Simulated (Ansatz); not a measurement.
in.yaml

```yaml
crystal:
  periodic: [false, false, false]
  atoms:
    - {symbol: B, position_ang: [0.000000, 0.000000, 0.000000]}
    - {symbol: Li, position_ang: [0.000000, 0.000000, 3.885000]}
basis:
  gaussian: {orbitals: x2c-TZVPPall}
total_charge: 1
magnetization: {spin_polarized: true, initial_magnetization: 1}
hamiltonian: {pseudopotentials: {relativity: none}}
correlation: {method: ccsdt, electrons: valence}
scf: {lower_state_search: off}
output: {forces: true}
```

```sh
$ ansatz run in.yaml --threads 1 --pin off --events-out ev --progress --plain --max-ram 2393MiB
```

Log:

```
these checks for a lower state are left out or cut short: starts, cluster_reference, orbital_swaps, neighbouring_geometries, increment
617 factors; integrals over basis functions are off by at most 1.8e-7 eV
mean field evaluation 1: about -864.4989 eV, gradient 5.2e0 eV
mean field evaluation 2: about -864.4994 eV, gradient 5.2e0 eV
mean field evaluation 4: about -864.7961 eV, gradient 5.5e-1 eV
mean field evaluation 8: about -864.8068 eV, gradient 4.5e-3 eV
mean field -864.80675868 eV, -31.7810621942 hartree, gradient 2.7e-6 eV, S^2 0.761070; 0 other end points of the search recorded, 0 dependent functions left out
1 core orbitals not correlated: weight in the atoms' cores, before any rotation towards them, 1.000 or more for the frozen orbitals, at most 0.000 for the correlated occupied ones
reference -864.80675868 eV, -31.7810621942 hartree; 3, 2 occupied and 46, 47 virtual orbitals, 617 factors
second order -1.99387559 eV of doubles, -0.00000000 eV of singles
cycle   1  -2.41125987 eV  change   -4.2e-1 eV  update   6.2e-2
cycle   2  -2.70771804 eV  change   -3.0e-1 eV  update   3.3e-2
cycle   3  -2.71258461 eV  change   -4.9e-3 eV  update   7.9e-3
cycle   4  -2.71840653 eV  change   -5.8e-3 eV  update   3.7e-3
cycle   5  -2.72194588 eV  change   -3.5e-3 eV  update   2.1e-3
cycle   6  -2.72026677 eV  change    1.7e-3 eV  update   9.0e-4
cycle   7  -2.71999176 eV  change    2.8e-4 eV  update   4.4e-4
cycle   8  -2.72059028 eV  change   -6.0e-4 eV  update   1.6e-4
cycle   9  -2.72059201 eV  change   -1.7e-6 eV  update   7.5e-5
cycle  10  -2.72050416 eV  change    8.8e-5 eV  update   3.4e-5
cycle  11  -2.72050744 eV  change   -3.3e-6 eV  update   1.7e-5
cycle  12  -2.72050600 eV  change    1.4e-6 eV  update   8.2e-6
cycle  13  -2.72051057 eV  change   -4.6e-6 eV  update   5.2e-6
cycle  14  -2.72051116 eV  change   -5.9e-7 eV  update   2.3e-6
cycle  15  -2.72051081 eV  change    3.5e-7 eV  update   2.5e-6
cycle  16  -2.72051063 eV  change    1.8e-7 eV  update   1.7e-6
cycle  17  -2.72051059 eV  change    4.2e-8 eV  update   3.0e-7
cycle  18  -2.72051064 eV  change   -4.9e-8 eV  update   1.0e-7
the calculation of the forces begins
WARN: the results are in doubt because the basis set is contracted for relativity, which is off
Total energy: -867.52726931 eV, -31.8810391162 hartree
Atom 0 at     0.000000     0.000000     0.000000 Å, force    -0.000000    -0.000000     0.285036 eV/Å
Atom 1 at     0.000000     0.000000     3.885000 Å, force     0.000000     0.000000    -0.285036 eV/Å
Dipole moment:     0.000000    -0.000000     2.077444 e Å
In doubt: the basis set is contracted for relativity, which is off
Checks for a lower state left out: starts, cluster_reference, orbital_swaps, neighbouring_geometries, increment
```

Forces (eV/Å):
```
B    0.000  0.000  0.285
Li   0.000  0.000 -0.285
```

Ran on 1 thread of Arm Neoverse N1, shared host: 86 s wall, 0.59 GiB peak host memory.
